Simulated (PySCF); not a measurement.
butadiene cation (C₄H₆), SMILES C=CC=C (connectivity only; charge and spin as stated), charge +1, multiplicity 2. Atoms are numbered in the order given.

```xyz
10

C      0.1055    -1.8684     0.0000
C     -0.4175    -0.5728     0.0000
C      0.4175     0.5728     0.0000
C     -0.1055     1.8684     0.0000
H      1.1955    -2.0435     0.0000
H     -0.5574    -2.7496     0.0000
H     -1.5134    -0.4348     0.0000
H      1.5134     0.4348     0.0000
H      0.5574     2.7496     0.0000
H     -1.1955     2.0435     0.0000
```
Charge +1, spin multiplicity 2.

Coordinates come from a PBE-D3(BJ)/def2-SVP optimisation. The multiplicity is an assumed one; other spin states were not compared. One conformer was computed; it need not be the lowest.

The numbers are results of PBE/pcH-1 (PySCF), not measurements.

Unrestricted Kohn–Sham, ⟨S²⟩ = 0.760. Hyperfine tensors hold the contact and dipolar terms, without spin-orbit corrections.

Estimate the hyperfine couplings. (Estimate from the structure and the level; the computed values follow.)


```csv
nucleus,A(iso) (MHz),A(iso) (G),dipolar principal values (MHz)
13C no. 1,33.5,12.0,"-38.5, -37.7, 76.2"
13C no. 2,-9.0,-3.2,"-9.8, -5.3, 15.0"
13C no. 3,-9.0,-3.2,"-9.8, -5.3, 15.0"
13C no. 4,33.5,12.0,"-38.5, -37.7, 76.2"
1H no. 5,-30.6,-10.9,"-16.0, -3.2, 19.2"
1H no. 6,-31.7,-11.3,"-16.9, -2.9, 19.8"
1H no. 7,-5.9,-2.1,"-4.2, -2.7, 6.9"
1H no. 8,-5.9,-2.1,"-4.2, -2.7, 6.9"
1H no. 9,-31.7,-11.3,"-16.9, -2.9, 19.8"
1H no. 10,-30.6,-10.9,"-16.0, -3.2, 19.2"
```

And the g tensor (effective nuclear charges for spin-orbit coupling, GIAO)? (The exact figures need the calculation; the answer reports its results.)

principal values 2.0022, 2.0023, 2.0033; isotropic 2.0026.
